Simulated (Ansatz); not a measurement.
A made-up structure of CH₅SSi (charge +1), singlet:

| atom | x (Å) | y (Å) | z (Å) |
| --- | --- | --- | --- |
| C1 | -0.7160 | -0.0501 | 0.9604 |
| S2 | -0.7182 | 1.0334 | -0.5067 |
| Si3 | 0.8510 | -1.2797 | 0.6757 |
| H4 | -1.9247 | 0.8607 | -1.1101 |
| H5 | 0.2935 | 0.7385 | -1.3664 |
| H6 | -0.5980 | 2.3067 | -0.0443 |
| H7 | 1.6912 | -1.1674 | -0.5300 |
| H8 | 1.1074 | -2.2819 | 1.7213 |

It is relaxed with PBE-D4/def2-SVP and then PBE0-D4/def2-TZVP (Ansatz 0.2.0). Atoms count as bonded within 1.22 times the sum of their covalent radii (H–H: 0.88 Å). The end point is not checked to be a true minimum.

(1) Does its bonding change? (Judge from chemistry; the calculation decides.)

## Answers

(1) Computed: No: no bond forms or breaks.

Where it ends: The first stage lowers the energy by 1.80 eV in 10 steps. It ends as CH₅SSi ([SiH2][C][SH3]), total charge +1:
```
8
angstrom
C -0.2911 -0.1373 0.5498
S -0.6757 0.9689 -0.4727
Si 0.8861 -1.3451 0.7212
H -1.9495 0.9120 -0.9653
H -0.0786 1.3156 -1.6887
H -0.7252 2.2446 0.0159
H 1.9508 -1.5920 -0.2723
H 0.8693 -2.2065 1.9121
```

Labels in which every atom is bracketed show which atoms are joined, not bond orders.

For scale, one of the runs: PBE0-D4/def2-TZVP relaxation, 135 basis functions, launched by `ansatz run in.yaml --threads 2 --pin off --events-out ev --progress --plain --max-ram 4352MiB`. Hardware: 2 CPU threads of an Arm Neoverse V1, shared host. Wall time about 19 s.
